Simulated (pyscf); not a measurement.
Structures and frequencies: ωB97X-D3(BJ)/def2-SVP in PySCF. MP2 and CC: frozen core, UHF for open shells. ΔMP2 is the change of the MP2 total energy from the triple- to the quadruple-zeta basis.

Problem. How much does it cost (ΔH, 298 K, CCSD(T)/def2-TZVPP + ΔMP2(QZVPP)) to split :HC–CH₂–CH(F)–F (SMILES [CH]CC(F)F) [singlet] at its C–C bond into •HC=CH₂ + F–CH•–F?

Solution. C–C to •HC=CH₂ + F–CH•–F: 28.6 kcal/mol. The radicals are drawn with the spin at the cut bond; how far it spreads was not checked. :HC–CH₂–CH(F)–F [singlet] lies 76.4 kcal/mol over its isomer H₂C=CH–CH(F)–F, and others may lie lower still (electronic energy, ωB97M-D3(BJ)). Other isomers of •HC=CH₂ were not searched in full and may lie lower. A restricted singlet here is unstable towards spin polarisation, as is usual where a triplet lies low; its energy is less safe. The CCSD(T) − MP2 part came from Ansatz, without density fitting, on the same reference. A UHF reference is spin-contaminated (<S²> up to 0.96), which harms MP2 most.
